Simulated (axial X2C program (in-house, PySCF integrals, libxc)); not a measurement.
Potential curves of SiS⁺, with spin–orbit coupling

Computed with an in-house all-electron X2C program for linear molecules (integrals from PySCF). Two-component (2c) means X2C with spin–orbit coupling and atomic mean-field two-electron Coulomb and Gaunt terms. Basis: S dyall-av3z [9s8p3d2f], Si dyall-v3z [8s7p2d1f] (cores contracted in-house); Gaussian nuclei, density fitting, unrestricted open shells. Masses: S 31.972 u, Si 27.977 u.

State: Ω = 3/2 (⟨Sz⟩ = 0.50, ⟨Lz⟩ = 1.00 at HF). Energies in cm⁻¹ from the fragments at the same level (S + Si+). Fits are polynomials in 1 − R0/R over 0.85 to 1.23 times the lowest point R0.

| R (Å) | CCSD(T) | PBE0 | M06 |
| --- | --- | --- | --- |
| 1.8122 |  | -23469 | -23985 |
| 1.8955 | -26582 | -28420 | -28937 |
| 1.9580 | -28801 | -30546 | -31074 |
| 2.0205 | -29982 | -31648 | -32190 |
| 2.0830 | -30364 | -31956 | -32519 |
| 2.1559 | -30046 | -31560 | -32145 |
| 2.2288 | -29127 | -30563 | -31166 |
| 2.3225 | -27340 | -28674 | -29290 |
| 2.4371 |  | -25800 | -26401 |
| 2.6038 |  | -21182 | -21682 |

Correlated methods: 9 electrons correlated (number of frozen shells: S 2 s, 1 p; Si 2 s, 1 p), 169 virtual spin orbitals or spinors in MP2, 90 natural virtuals in coupled cluster.

The state is a single determinant with fixed occupations, the lowest that a limited PBE0 search found. De is counted from the lowest determinant-based energies of the atoms at the same level, without counterpoise correction. Density functionals use the spin component along the axis (collinear). CCSD and (T) use frozen natural virtuals with an MP2 correction for the truncation; (T) itself is uncorrected, so its De runs slightly low. In 2c an atomic determinant is not the ground J level, so De misses part of the atomic spin–orbit lowering. This holds for PBE0, M06. Other states lie close and PBE0, whose exact exchange favours high spin, may order them wrongly; the determinant shown need not be the ground state. The nearest other 2c determinant of the search, Ω = 1/2, lies 0.04 eV up at the distance of the search. Without a current term, density functionals place determinants with orbital angular momentum somewhat too high. Coupled cluster ran on the points near the minimum only. MP2 and coupled cluster on one determinant become unreliable at the stretched end.

Question: Fit the CCSD(T) curve near its minimum: give the equilibrium distance, the harmonic wavenumber and the well depth.

Answer: At CCSD(T), 2c: Re = 2.088 Å, ωe ≈ 587 cm⁻¹, De = 3.76 eV to S + Si+; Be follows as 0.259 cm⁻¹.

Question: What are Re, ωe and De at the PBE0 level?

Answer: At PBE0, 2c: Re = 2.081 Å, ωe ≈ 594 cm⁻¹, De = 3.96 eV to S + Si+; Be follows as 0.261 cm⁻¹.

Question: What are Re, ωe and De at the M06 level?

Answer: At M06, 2c: Re = 2.083 Å, ωe ≈ 591 cm⁻¹, De = 4.03 eV to S + Si+; Be follows as 0.26 cm⁻¹.
